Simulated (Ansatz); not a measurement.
Two shapes of singlet C6H4.

Shape 1:

```xyz
10

C    -0.0483    0.6151   -1.2219
C     0.0067   -0.6392   -1.1825
C    -0.0221    1.4597   -0.0852
C     0.0179   -1.4137   -0.1240
C     0.0271    0.6788    1.0137
C     0.0156   -0.7219    1.0922
H     0.0344    2.5305   -0.1409
H    -0.0056   -2.5335   -0.1249
H     0.0326    1.2267    1.9694
H     0.0149   -1.1793    2.0286
```

Shape 2:

```xyz
10

C     0.0000    0.6250   -1.2300
C     0.0000   -0.6250   -1.2300
C     0.0000    1.4600   -0.1300
C     0.0000   -1.4600   -0.1300
C     0.0000    0.7000    1.0500
C     0.0000   -0.7000    1.0500
H     0.0000    2.5492   -0.1720
H     0.0000   -2.5492   -0.1720
H     0.0000    1.2219    2.0069
H     0.0000   -1.2219    2.0069
```

Basis set: 6-31G* (spherical functions). Left uncorrelated: 6 orbitals. Charge 0, multiplicity 1.

Computed with Ansatz (development build ahead of 0.2.0); each method stands on the lowest determinant of its kind that the runs found.

Q: Which shape is lower in energy, and by how much in each method?

A:

```
 method  E(2) − E(1) (eV)
    RHF            -0.398
RHF-MP2            -0.414
```

Shape 2 is lower.
